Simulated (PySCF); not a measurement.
CH3Cl, SMILES ClC.

Geometry optimised at B3LYP-D3(BJ)/def2-TZVP.

Two levels are set side by side: PBE/def2-TZVPD (PySCF) and ωB97X/def2-TZVPD (PySCF). Same geometry, gas phase. Differences are taken from unrounded values.

| quantity | ωB97X | PBE | PBE minus ωB97X |
|---|---|---|---|
| orbital gap (eV) | 12.94 | 6.30 | -6.65 |
| highest occupied level (eV) | -10.98 | -7.09 | 3.90 |
| lowest empty level (eV) | 1.96 | -0.79 | -2.75 |
| dipole moment (D) | 2.00 | 1.90 | -0.10 |
| mean polarisability (bohr³) | 29.6 | 30.7 | 1.0 |

Without exact exchange PBE keeps part of each electron's self-repulsion, which lifts occupied levels and narrows the gap. PBE's more diffuse valence density responds more strongly to a field. Differences between two approximate levels are no errors against the true value.

Rough cost on one machine, each run with all the roots and properties that it gave: ωB97X against PBE within a factor of 2.
